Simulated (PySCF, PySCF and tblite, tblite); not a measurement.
# C4H9N: a path driven as pyramidal inversion, and NMR exchange

Aim: the barrier and rate of pyramidal inversion in C4H9N (`CC1(C)CN1`), and what it does to NMR lines.

Computed with tblite 0.8.0 (tight binding) and PySCF 2.14.0 (DFT, with response routines of our own); each step states its level. Atoms count from 0 throughout.

### 1 The molecule as given

14 atoms, charge 0, multiplicity 1; geometry from: force field or distance geometry start.

Bonds of the start (Å): C0–C1 1.50, C0–H5 1.10, C0–H6 1.09, C0–H7 1.09, C1–C2 1.49, C1–C3 1.52, C1–N4 1.47, C2–H10 1.09, C2–H8 1.10, C2–H9 1.10, C3–H11 1.09, C3–H12 1.08, C3–N4 1.44, N4–H13 1.02.

### 2 GFN2-xTB relaxation, start minimum

What the job is given:

```
{"job": {"xc": "GFN2-xTB", "basis": "xTB", "kind": "relax"}, "charge": 0, "multiplicity": 1}
C      0.212800    -0.333200    -2.131600
C      0.299000     0.272600    -0.764100
C     -0.924600     0.972900    -0.273500
C      1.176900    -0.420000     0.258200
N      1.606800     0.814700    -0.355800
H     -0.034900     0.443900    -2.870900
H      1.137300    -0.813100    -2.443000
H     -0.584600    -1.078100    -2.155600
H     -1.176900     1.802600    -0.946500
H     -1.786800     0.283800    -0.253600
H     -0.817200     1.383300     0.731000
H      0.913700    -0.378000     1.318400
H      1.715200    -1.316400    -0.017900
H      1.505600     1.606200     0.272000
```

On the command line:

```bash
$ OMP_NUM_THREADS=1 python ens_run.py task.json out
```

The driver reads the study from task.json and runs its stages one after another.

Log:

```text
step      E/eV     max force
  0    -436.57359    2.075
  1    -436.62086    0.481
  2    -436.62647    0.179
  3    -436.62988    0.181
  4    -436.63638    0.209
  5    -436.63946    0.173
  6    -436.64213    0.108
  7    -436.64342    0.094
  8    -436.64423    0.056
  9    -436.64465    0.048
 10    -436.64495    0.047
 11    -436.64521    0.052
 12    -436.64546    0.041
 13    -436.64565    0.040
 14    -436.64581    0.037
 15    -436.64595    0.038
 16    -436.64611    0.043
 17    -436.64627    0.036
 18    -436.64640    0.028
 19    -436.64649    0.025
 20    -436.64655    0.019
 21    -436.64660    0.017
 22    -436.64664    0.016
 23    -436.64666    0.018
 24    -436.64668    0.013
 25    -436.64670    0.008
 26    -436.64670    0.008
 27    -436.64671    0.009
 28    -436.64672    0.012
 29    -436.64674    0.012
 30    -436.64675    0.012
 31    -436.64677    0.010
 32    -436.64678    0.010
 33    -436.64679    0.009
 34    -436.64681    0.010
 35    -436.64682    0.010
 36    -436.64683    0.010
 37    -436.64684    0.011
 38    -436.64685    0.012
 39    -436.64687    0.014
 40    -436.64688    0.014
 41    -436.64689    0.012
 42    -436.64691    0.011
 43    -436.64693    0.013
 44    -436.64695    0.014
 45    -436.64697    0.012
 46    -436.64700    0.013
 47    -436.64702    0.015
 48    -436.64704    0.014
 49    -436.64705    0.007
 50    -436.64706    0.004
 51    -436.64706    0.004
 52    -436.64706    0.004
 53    -436.64706    0.004
 54    -436.64706    0.003
 55    -436.64706    0.002
```

It took 0.34 s on 1 thread of Arm Neoverse N1, shared host.

Relaxing gained 0.073 eV and moved the atoms by 0.05 Å on average (rms).

### 3 Relaxed scan, inversion

What the job is given:

```
{"job": {"xc": "GFN2-xTB", "basis": "xTB", "coordinate": [["t", [13, 3, 1, 4], 0.3333333333333333], ["t", [3, 1, 13, 4], 0.3333333333333333], ["t", [1, 13, 3, 4], 0.3333333333333333]], "kind": "drive"}, "charge": 0, "multiplicity": 1}
C      0.206828    -0.325651    -2.127751
C      0.305103     0.255833    -0.734987
C     -0.943196     0.974487    -0.270460
C      1.154388    -0.423567     0.271055
N      1.605767     0.787270    -0.387111
H     -0.074822     0.448704    -2.838407
H      1.168096    -0.734034    -2.424721
H     -0.542339    -1.114719    -2.156225
H     -1.173709     1.799770    -0.943029
H     -1.789595     0.289848    -0.264000
H     -0.814767     1.372795     0.734859
H      0.865801    -0.389310     1.315883
H      1.700052    -1.314664    -0.008597
H      1.574723     1.614469     0.200675
```

Log:

```text
point  coordinate     E/eV
  0     41.000     -436.49817
  1     27.500     -436.22299
  2     13.600     -436.06557
  3      0.000     -436.01994
  4    -13.600     -436.06568
  5    -27.500     -436.22328
  6    -40.900     -436.49702
  7    -50.700     -436.64631
```

Run time: 1.1 s. Hardware: 1 thread of Arm Neoverse N1, shared host.

The highest point is number 3, 11.0 kcal/mol above the first.

### 4 Nudged elastic band, leg 1

Changed since step 3:

```diff
@@ -1,2 +1,2 @@
-{"job": {"xc": "GFN2-xTB", "basis": "xTB", "coordinate": [["t", [13, 3, 1, 4], 0.3333333333333333], ["t", [3, 1, 13, 4], 0.3333333333333333], ["t", [1, 13, 3, 4], 0.3333333333333333]], "kind": "drive"}, "charge": 0, "multiplicity": 1}
+{"job": {"xc": "GFN2-xTB", "basis": "xTB", "kind": "neb"}, "charge": 0, "multiplicity": 1}
 C      0.206828    -0.325651    -2.127751
```

Log:

```text
image   E - E0 / eV
  0       0.0000
  1       0.0823
  2       0.3998
  3       0.6270
  4       0.2363
  5       0.0311
  6      -0.0000
```

Run time: 2 s. Hardware: 1 thread of Arm Neoverse N1, shared host.

The highest point is number 3, 14.5 kcal/mol above the first.

### 5 Saddle search, leg 1

What the job is given:

```
{"job": {"xc": "GFN2-xTB", "basis": "xTB", "kind": "saddle"}, "charge": 0, "multiplicity": 1}
C     -0.001456    -0.501639    -1.420785
C      0.040504     0.058129    -0.008385
C     -1.266282     0.699328     0.427020
C      0.887821    -0.642836     1.019910
N      1.241581     0.597983     0.464995
H     -0.269142     0.279578    -2.129703
H      0.969474    -0.903312    -1.698450
H     -0.741889    -1.296067    -1.487099
H     -1.520489     1.520110    -0.241374
H     -2.073664    -0.029672     0.402156
H     -1.174976     1.090953     1.436580
H      0.548753    -0.680351     2.054973
H      1.456495    -1.523566     0.722541
H      1.903271     1.331363     0.457622
```

Log:

```text
step      E/eV     max force
  0    -436.02006   0.0323
  1    -436.02029   0.0102
  2    -436.02029   0.0014
lowest wavenumbers (cm-1): -927.5 144.2 182.6 337.3 349.5 397.9
```

Wall time 1.3 s (1 thread of Arm Neoverse N1, shared host).

Point group Cs; 1 imaginary mode, 928i cm⁻¹, carried by H13, N4. Steps downhill from it reached both ends.

### 6 DFT refinement, start: PBE0-D3(BJ)/def2-SVP

What the job is given:

```
{"job": {"xc": "PBE0", "basis": "def2-SVP", "kind": "refine"}, "charge": 0, "multiplicity": 1}
C      0.206828    -0.325651    -2.127751
C      0.305103     0.255833    -0.734987
C     -0.943196     0.974487    -0.270460
C      1.154388    -0.423567     0.271055
N      1.605767     0.787270    -0.387111
H     -0.074822     0.448704    -2.838407
H      1.168096    -0.734034    -2.424721
H     -0.542339    -1.114719    -2.156225
H     -1.173709     1.799770    -0.943029
H     -1.789595     0.289848    -0.264000
H     -0.814767     1.372795     0.734859
H      0.865801    -0.389310     1.315883
H      1.700052    -1.314664    -0.008597
H      1.574723     1.614469     0.200675
```

Log:

```text
step      E/eV     max force
  0     -5773.11765   0.6699
  1     -5773.15939   0.1624
  2     -5773.15923   0.0942
  3     -5773.16086   0.0330
  4     -5773.16065   0.0775
  5     -5773.16119   0.0086
```

Run time: 68 s. Hardware: 1 thread of Arm Neoverse N1, shared host; peak memory 0.56 GiB.

Relaxing gained 0.044 eV and moved the atoms by 0.04 Å on average (rms).

**DFT refinement, saddle of leg 1: PBE0-D3(BJ)/def2-SVP**

What the job is given:

```
{"job": {"xc": "PBE0", "basis": "def2-SVP", "kind": "refine"}, "charge": 0, "multiplicity": 1}
C     -0.000683    -0.498041    -1.422915
C      0.040973     0.057131    -0.008749
C     -1.267446     0.694483     0.428991
C      0.887934    -0.641869     1.020670
N      1.241831     0.598549     0.464049
H     -0.246942     0.292233    -2.129752
H      0.965517    -0.915647    -1.693266
H     -0.755622    -1.277732    -1.499847
H     -1.534297     1.505979    -0.245639
H     -2.068230    -0.042010     0.417042
H     -1.173897     1.096586     1.434296
H      0.548020    -0.672169     2.056033
H      1.455229    -1.526162     0.729744
H      1.907613     1.328670     0.449343
```

Log:

```text
step      E/eV     max force
  0     -5772.45887   0.9629
  1     -5772.50286   0.1705
  2     -5772.50226   0.1327
  3     -5772.50503   0.0372
  4     -5772.50508   0.0285
  5     -5772.50512   0.0145
```

Run time: 69 s. Hardware: 1 thread of Arm Neoverse N1, shared host; peak memory 0.56 GiB.

Relaxing gained 0.046 eV and moved the atoms by 0.04 Å on average (rms).

### 7 Shieldings, start: PBE0/pcSseg-1

What the job is given:

```
{"job": {"kind": "nmr", "xc": "PBE0", "basis": "pcSseg-1", "pop": false}, "charge": 0, "multiplicity": 1}
C      0.206670    -0.333598    -2.130535
C      0.305176     0.244146    -0.740926
C     -0.931074     0.964595    -0.260969
C      1.174366    -0.409547     0.266076
N      1.609063     0.807647    -0.408198
H     -0.018791     0.457762    -2.863265
H      1.158043    -0.799640    -2.420861
H     -0.591164    -1.090582    -2.189670
H     -1.160459     1.821541    -0.915576
H     -1.807710     0.297803    -0.266835
H     -0.802823     1.343462     0.764941
H      0.867869    -0.357149     1.317531
H      1.731368    -1.316660     0.005651
H      1.501793     1.611455     0.209821
```

Log:

```text
coarse grid: 10992 points
cycle   1  E = -212.2093386732  dE =  5.112e-01  |g| = 3.828e-01  |ddm| = 3.134e+00
cycle   2  E = -212.2061204778  dE =  3.218e-03  |g| = 4.160e-01  |ddm| = 7.739e-01
cycle   3  E = -212.2477029959  dE = -4.158e-02  |g| = 5.078e-02  |ddm| = 3.991e-01
cycle   4  E = -212.2480813775  dE = -3.784e-04  |g| = 2.515e-02  |ddm| = 5.054e-02
cycle   5  E = -212.2482157741  dE = -1.344e-04  |g| = 4.136e-03  |ddm| = 2.308e-02
cycle   6  E = -212.2482188756  dE = -3.101e-06  |g| = 1.685e-03  |ddm| = 4.844e-03
final grid: 104176 points
cycle   7  E = -212.2763818536  dE = -3.177e-05  |g| = 8.801e-03  |ddm| = 3.152e-02
cycle   8  E = -212.2763728967  dE =  8.957e-06  |g| = 1.071e-02  |ddm| = 1.850e-02
cycle   9  E = -212.2764018789  dE = -2.898e-05  |g| = 7.095e-04  |ddm| = 1.025e-02
cycle  10  E = -212.2764019846  dE = -1.057e-07  |g| = 1.778e-04  |ddm| = 6.791e-04
cycle  11  E = -212.2764019915  dE = -6.925e-09  |g| = 3.956e-05  |ddm| = 1.648e-04
cycle  12  E = -212.2764019918  dE = -2.737e-10  |g| = 1.789e-05  |ddm| = 5.455e-05
converged SCF energy = -212.2764019918

GIAO shielding tensors (ppm)
atom      isotropic    diamagn.    paramagn.     s11        s22        s33       span
  0 C      158.400     243.794     -85.394    137.218    151.102    186.881     49.663
  1 C      156.510     252.694     -96.184    117.463    150.774    201.295     83.832
  2 C      156.369     246.924     -90.555    128.510    152.364    188.233     59.723
  3 C      150.741     250.888    -100.147    124.797    140.895    186.531     61.733
  4 N      218.275     320.574    -102.299    134.937    241.390    278.498    143.562
  5 H       29.795      28.149       1.646     26.069     27.397     35.917      9.848
  6 H       30.591      28.791       1.800     25.778     28.194     37.800     12.022
  7 H       30.021      28.888       1.133     26.012     27.413     36.639     10.627
  8 H       29.654      29.670      -0.016     26.061     27.222     35.678      9.617
  9 H       29.563      30.336      -0.774     25.612     26.934     36.141     10.529
 10 H       31.100      31.113      -0.013     26.481     28.709     38.111     11.630
 11 H       29.935      31.793      -1.858     24.648     27.949     37.210     12.562
 12 H       30.023      30.666      -0.643     24.368     27.294     38.407     14.040
 13 H       32.250      33.606      -1.357     26.043     26.732     43.974     17.931
```

It took 17 s on 1 thread of Arm Neoverse N1, shared host; peak memory 0.65 GiB.

In short: HOMO -6.90 eV, LUMO 1.33 eV; dipole 1.76 D.

### 8 Shieldings, saddle of leg 1: PBE0/pcSseg-1

What the job is given:

```
{"job": {"kind": "nmr", "xc": "PBE0", "basis": "pcSseg-1", "pop": false}, "charge": 0, "multiplicity": 1}
C      0.001879    -0.511093    -1.417248
C      0.036375     0.059614    -0.013429
C     -1.267874     0.685258     0.439114
C      0.915206    -0.622767     1.027284
N      1.236616     0.607582     0.454351
H     -0.192263     0.288087    -2.151502
H      0.965413    -0.976250    -1.669731
H     -0.794645    -1.263658    -1.528806
H     -1.520850     1.548782    -0.199031
H     -2.103721    -0.030205     0.374985
H     -1.186592     1.042528     1.476120
H      0.548530    -0.662985     2.067633
H      1.467608    -1.528914     0.723640
H      1.894318     1.364020     0.416620
```

Log:

```text
coarse grid: 10992 points
cycle   1  E = -212.1797809661  dE =  5.989e-01  |g| = 4.012e-01  |ddm| = 3.153e+00
cycle   2  E = -212.1714954253  dE =  8.286e-03  |g| = 4.601e-01  |ddm| = 7.777e-01
cycle   3  E = -212.2214167382  dE = -4.992e-02  |g| = 4.270e-02  |ddm| = 4.266e-01
cycle   4  E = -212.2216896520  dE = -2.729e-04  |g| = 2.406e-02  |ddm| = 5.311e-02
cycle   5  E = -212.2218135885  dE = -1.239e-04  |g| = 2.374e-03  |ddm| = 1.934e-02
cycle   6  E = -212.2218144061  dE = -8.177e-07  |g| = 1.286e-03  |ddm| = 2.817e-03
final grid: 104176 points
cycle   7  E = -212.2501753075  dE = -3.113e-05  |g| = 8.502e-03  |ddm| = 2.807e-02
cycle   8  E = -212.2501673291  dE =  7.978e-06  |g| = 1.031e-02  |ddm| = 1.834e-02
cycle   9  E = -212.2501939446  dE = -2.662e-05  |g| = 6.626e-04  |ddm| = 1.007e-02
cycle  10  E = -212.2501940374  dE = -9.286e-08  |g| = 1.717e-04  |ddm| = 6.377e-04
cycle  11  E = -212.2501940440  dE = -6.578e-09  |g| = 3.248e-05  |ddm| = 1.458e-04
cycle  12  E = -212.2501940442  dE = -1.918e-10  |g| = 1.445e-05  |ddm| = 4.315e-05
converged SCF energy = -212.2501940442

GIAO shielding tensors (ppm)
atom      isotropic    diamagn.    paramagn.     s11        s22        s33       span
  0 C      157.529     244.739     -87.210    131.374    153.403    187.808     56.434
  1 C      155.643     247.529     -91.886    109.551    142.257    215.120    105.568
  2 C      157.461     244.740     -87.278    131.457    153.278    187.649     56.192
  3 C      151.386     250.439     -99.053    117.266    134.217    202.675     85.410
  4 N      227.459     324.757     -97.298    128.872    222.354    331.151    202.279
  5 H       29.793      29.153       0.640     26.489     27.584     35.306      8.817
  6 H       30.651      29.388       1.263     26.030     28.290     37.633     11.603
  7 H       29.804      29.118       0.686     25.908     27.348     36.156     10.248
  8 H       29.777      29.135       0.643     26.474     27.565     35.292      8.819
  9 H       29.792      29.103       0.689     25.891     27.349     36.137     10.246
 10 H       30.632      29.373       1.260     26.003     28.282     37.612     11.609
 11 H       29.388      30.329      -0.941     23.491     27.303     37.370     13.879
 12 H       29.386      30.328      -0.942     23.490     27.299     37.368     13.878
 13 H       27.638      33.946      -6.309     22.459     24.950     35.503     13.045
```

Run time: 17 s. Hardware: 1 thread of Arm Neoverse N1, shared host; peak memory 0.65 GiB.

In short: HOMO -6.00 eV, LUMO 1.64 eV; dipole 0.32 D.

### 9 Barriers, rates and exchange

What the job is given:

```
{"job": {"smiles": "CC1(C)CN1", "charge": 0, "mult": 1, "motion": "inversion", "what": "nitrogen in a small ring", "atoms": [4], "drives": [{"terms": [["t", [13, 3, 1, 4], 0.3333333333333333], ["t", [3, 1, 13, 4], 0.3333333333333333], ["t", [1, 13, 3, 4], 0.3333333333333333]], "neg": true, "n": 8}], "study": "path", "level": {"kind": "nmr", "xc": "PBE0", "basis": "pcSseg-1"}, "fields": [80, 90, 360], "first": 3, "seed": 595, "refine": {"xc": "PBE0", "basis": "def2-SVP"}, "kind": "path"}, "charge": 0, "multiplicity": 1}
C      0.206828    -0.325651    -2.127751
C      0.305103     0.255833    -0.734987
C     -0.943196     0.974487    -0.270460
C      1.154388    -0.423567     0.271055
N      1.605767     0.787270    -0.387111
H     -0.074822     0.448704    -2.838407
H      1.168096    -0.734034    -2.424721
H     -0.542339    -1.114719    -2.156225
H     -1.173709     1.799770    -0.943029
H     -1.789595     0.289848    -0.264000
H     -0.814767     1.372795     0.734859
H      0.865801    -0.389310     1.315883
H      1.700052    -1.314664    -0.008597
H      1.574723     1.614469     0.200675
```

Log:

```text
stationary points (kcal/mol above the start)
  n  kind          group   xTB      DFT    lowest mode
  0  minimum      C1       0.00     0.00     146.9
  1  saddle       Cs      14.45    16.51    -927.5
  2  minimum      C1      -0.00     0.00     146.2

GFN2-xTB energies: T/K, barrier G, reaction G (kcal/mol), k forward, k back (1/s)
 150.00    13.08    -0.00   2.73e-07   2.71e-07
 200.00    13.08    -0.00     0.0211     0.0209
 250.00    13.09    -0.00       18.9       18.8
 298.15    13.09    -0.00   1.58e+03   1.57e+03
 350.00    13.10    -0.00   4.82e+04   4.79e+04
 400.00    13.11    -0.01   5.72e+05   5.68e+05
 500.00    13.15    -0.01   1.87e+07   1.86e+07

PBE0-D3(BJ)/def2-SVP energies: T/K, barrier G, reaction G (kcal/mol), k forward, k back (1/s)
 150.00    13.76    -0.00   2.83e-08   2.81e-08
 200.00    13.76    -0.00    0.00385    0.00383
 250.00    13.76    -0.00       4.86       4.83
 298.15    13.77    -0.00        504        501
 350.00    13.77    -0.00   1.83e+04   1.82e+04
 400.00    13.79    -0.00   2.45e+05   2.43e+05
 500.00    13.82    -0.01   9.46e+06   9.41e+06

PBE0/pcSseg-1 + D3(BJ) energies: T/K, barrier G, reaction G (kcal/mol), k forward, k back (1/s)
 150.00    15.14    -0.00   2.71e-10   2.69e-10
 200.00    15.14    -0.00   0.000118   0.000117
 250.00    15.15    -0.00      0.299      0.297
 298.15    15.15    -0.00       48.6       48.3
 350.00    15.16    -0.00   2.49e+03   2.48e+03
 400.00    15.17    -0.00   4.28e+04   4.25e+04
 500.00    15.21    -0.01   2.35e+06   2.33e+06
```

Run time: 3 min. Hardware: 1 thread of Arm Neoverse N1, shared host; peak memory 0.65 GiB. This counts the whole study up to here.

Barriers by level (kcal/mol; entropies in cal/(mol K)). Zero-point and thermal terms come from xTB in every row. ΔG‡ leaves symmetry out; the rate counts one path; effective ΔG‡, where given, is the barrier that would give that rate by Eyring's equation alone:

```tsv
level	ΔE‡	with zero-point	ΔH‡	ΔS‡	ΔG‡ (298 K)	ΔE of reaction	k at 298 K (1/s)	effective ΔG‡
GFN2-xTB	14.45	13.08	13.05	-0.1	13.09	0.00	1.6e+03	13.09
PBE0-D3(BJ)/def2-SVP	15.13	13.76	13.73	-0.1	13.77	0.00	5e+02	13.77
PBE0/pcSseg-1 + D3(BJ)	16.51	15.14	15.12	-0.1	15.15	0.00	49	15.15
```

Sites that the driver pairs across this motion, and where their lines would merge (no couplings; faster rotations or exchange between molecules can average them sooner):

```tsv
nucleus	sites: shielding (ppm)	proton frequency (MHz)	spread (Hz)	coalescence (K)	lines at 298 K
13C	C0: 158.4; C2: 156.4	80	41	305	2
13C	C0: 158.4; C2: 156.4	90	46	307	2
13C	C0: 158.4; C2: 156.4	360	184	324	2
1H	H11: 29.93; H12: 30.02	80	7	285	1
1H	H11: 29.93; H12: 30.02	90	8	286	1
1H	H11: 29.93; H12: 30.02	360	32	302	2
1H	H5, H6, H7: 30.14; H8, H9, H10: 30.11	80	2	273	1
1H	H5, H6, H7: 30.14; H8, H9, H10: 30.11	90	3	274	1
1H	H5, H6, H7: 30.14; H8, H9, H10: 30.11	360	11	290	1
```

### 10 Results

| quantity | value |
| --- | --- |
| barrier (PBE0/pcSseg-1 + D3(BJ)) | ΔE‡ 16.5, ΔG‡(298 K) 15.2 kcal/mol |
| barrier (GFN2-xTB) | ΔE‡ 14.4 kcal/mol |
| rate at 298 K | 49 s⁻¹ |
| end of the path | the start, renumbered or mirrored |
| coalescence of 13C C0 | 324 K at 360 MHz |

The barrier is 16.5 kcal/mol at the DFT level (xTB: 14.4); with thermal terms and the count of paths the DFT value gives a rate of 49 s⁻¹ at 298 K. An error of 1.4 kcal/mol changes that rate tenfold. The 13C lines of C0 and its partners, 184 Hz apart at 360 MHz, merge at 324 K, so by this path alone the exchange at 298 K is intermediate, with broad lines, for them; other paths were not followed. The moving atom is hydrogen and the barrier is narrow, so tunnelling, which is left out, should speed the exchange.
